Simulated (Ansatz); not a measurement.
CHF$_{3}$, charge +1, doublet, geometry from GFN2-xTB of the parent state (a state made from the parent by changing its charge; the spin is typed, not shown lowest); BLYP/6-311G** (Ansatz, a first-principles code).

Input for Ansatz:
Ansatz 0.2 input:
```yaml
crystal:
  periodic: [false, false, false]
  atoms:
    - {symbol: C, position_ang: [0.00184574, 0.00147866, 0.33702587]}
    - {symbol: H, position_ang: [0.00789083, 0.00632154, 1.44084271]}
    - {symbol: F, position_ang: [0.02727377, 1.24268325, -0.13386700]}
    - {symbol: F, position_ang: [1.06198689, -0.64643979, -0.13124532]}
    - {symbol: F, position_ang: [-1.09136790, -0.59793163, -0.11966522]}
basis:
  gaussian:
    orbitals: 6-311G__.json
hamiltonian:
  xc: blyp
total_charge: 1
magnetization: {spin_polarized: true, initial_magnetization: 1}
```
The basis file holds 6-311G** in the JSON format of the Basis Set Exchange.

Q: Write the output that Ansatz gives for this input, abridged.

A: 
```
Functional definition: BLYP
646 factors; their error is unknown
mean field evaluation 1: about -9185.9541 eV, gradient 5.1e1 eV
mean field evaluation 2: about -9171.1730 eV, gradient 8.8e1 eV
mean field evaluation 4: about -9192.0516 eV, gradient 4.6e0 eV
mean field evaluation 8: about -9192.1255 eV, gradient 2.0e-1 eV
mean field evaluation 16: about -9192.1052 eV, gradient 3.0e-4 eV
mean field evaluation 32: about -9191.5982 eV, gradient 4.0e0 eV
mean field -9192.10520437 eV, -337.8036356278 hartree, gradient 3.4e-6 eV, S^2 0.752009; 5 other end points of the search recorded, 0 dependent functions left out
reference -9192.10537344 eV, -337.8036418413 hartree; 17, 16 occupied and 61, 62 virtual orbitals, 646 factors
Total energy: -9192.10537344 eV, -337.8036418413 hartree
```
